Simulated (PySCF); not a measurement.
# AlO at other levels of theory

Starting from one script, swap the method and compare what comes out for AlO.

Program: PySCF 2.14.0. Level of theory: each script names its method and basis. These are calculated values, not measurements.

4 further runs of the same task are left out: 4 that didn't finish.

## Step 1: Starting geometry

AlO: 2 atoms, charge 0, spin multiplicity 2.

Bond lengths: Al1–O2 1.454 Å.

## Step 2: Base script

input.py

```python
from pyscf import gto, scf
from pyscf.hessian import thermo

mol = gto.M(
    atom='Al 0 0 0; O 0 0 1.454',
    basis='6-31g',
    charge=0,
    spin=1,
    verbose=4,
)
mf = scf.UHF(mol)
mf = mf.newton()
mf.kernel()
hess = mf.Hessian().kernel()
print('wavenumber (cm^-1) =', thermo.harmonic_analysis(mol, hess)['freq_wavenumber'].round(1))
mf.dip_moment()
print('orbital energies (hartree):', [e[max(0, n-3):n+3].round(4) for e, n in zip(mf.mo_energy, mol.nelec)])
```

Launch:

```sh
OMP_NUM_THREADS=1 python input.py
```

## Step 3: Population analysis

Run 1 changes step after the SCF: frequency → analyze.

input.py

```python
from pyscf import gto, scf

mol = gto.M(
    atom='Al 0 0 0; O 0 0 1.454',
    basis='6-31g',
    charge=0,
    spin=1,
    verbose=4,
)
mf = scf.UHF(mol)
mf = mf.newton()
mf.kernel()
mf.analyze()
print('orbital energies (hartree):', [e[max(0, n-3):n+3].round(4) for e, n in zip(mf.mo_energy, mol.nelec)])
```

## Step 4: B3lyp (UKS)

Run 2 changes functional: none (Hartree–Fock) → b3lyp; SCF type: UHF → UKS; step after the SCF: frequency → analyze.

input.py

```python
from pyscf import gto, dft

mol = gto.M(
    atom='Al 0 0 0; O 0 0 1.454',
    basis='6-31g',
    charge=0,
    spin=1,
    verbose=4,
)
mf = dft.UKS(mol, xc='b3lyp')
mf = mf.newton()
mf.kernel()
mf.analyze()
print('orbital energies (hartree):', [e[max(0, n-3):n+3].round(4) for e, n in zip(mf.mo_energy, mol.nelec)])
```

## Step 5: Hf,lyp (UKS)

Run 3 changes functional: none (Hartree–Fock) → hf,lyp; SCF type: UHF → UKS; step after the SCF: frequency → analyze.

input.py

```python
from pyscf import gto, dft

mol = gto.M(
    atom='Al 0 0 0; O 0 0 1.454',
    basis='6-31g',
    charge=0,
    spin=1,
    verbose=4,
)
mf = dft.UKS(mol, xc='hf,lyp')
mf = mf.newton()
mf.kernel()
mf.analyze()
print('orbital energies (hartree):', [e[max(0, n-3):n+3].round(4) for e, n in zip(mf.mo_energy, mol.nelec)])
```

## Step 6: SCF alone

Run 4 changes step after the SCF: frequency → none.

input.py

```python
from pyscf import gto, scf

mol = gto.M(
    atom='Al 0 0 0; O 0 0 1.454',
    basis='6-31g',
    charge=0,
    spin=1,
    verbose=4,
)
mf = scf.UHF(mol)
mf = mf.newton()
mf.kernel()
mf.dip_moment()
print('orbital energies (hartree):', [e[max(0, n-3):n+3].round(4) for e, n in zip(mf.mo_energy, mol.nelec)])
```

## Step 7: Gradient

Run 5 changes step after the SCF: frequency → gradient.

input.py

```python
from pyscf import gto, scf

mol = gto.M(
    atom='Al 0 0 0; O 0 0 1.454',
    basis='6-31g',
    charge=0,
    spin=1,
    verbose=4,
)
mf = scf.UHF(mol)
mf = mf.newton()
mf.kernel()
mf.nuc_grad_method().kernel()
mf.dip_moment()
print('orbital energies (hartree):', [e[max(0, n-3):n+3].round(4) for e, n in zip(mf.mo_energy, mol.nelec)])
```

## Step 8: Stability test

Run 6 changes step after the SCF: frequency → stability.

input.py

```python
from pyscf import gto, scf

mol = gto.M(
    atom='Al 0 0 0; O 0 0 1.454',
    basis='6-31g',
    charge=0,
    spin=1,
    verbose=4,
)
mf = scf.UHF(mol)
mf = mf.newton()
mf.kernel()
mf.stability(internal=True, external=True)
mf.dip_moment()
print('orbital energies (hartree):', [e[max(0, n-3):n+3].round(4) for e, n in zip(mf.mo_energy, mol.nelec)])
```

Q: Predict the outcome of this session. Wanted: for each run, E(SCF); from base; gap, α spin; SCF dipole; after the SCF.

**Answer**, as computed:

```
                run  E(SCF) (hartree)  from base (eV)    cycles  gap, α spin (eV)  SCF dipole (D)           after the SCF
               base       -316.631285               0  13 macro             11.06            1.70  highest mode 1557 cm⁻¹
population analysis       -316.631285          0.0000  13 macro             11.06            1.70                     n/a
        b3lyp (UKS)       -317.532985  not comparable   5 macro              6.37            3.65                     n/a
       hf,lyp (UKS)       -317.432296  not comparable   6 macro             11.37            2.50                     n/a
          SCF alone       -316.631285          0.0000  13 macro             11.06            1.70                     n/a
           gradient       -316.631285          0.0000  13 macro             11.06            1.70                     n/a
     stability test       -316.631285          0.0000  13 macro             11.06            1.70                  stable
```

In words: A lower total energy from another functional means nothing by itself.
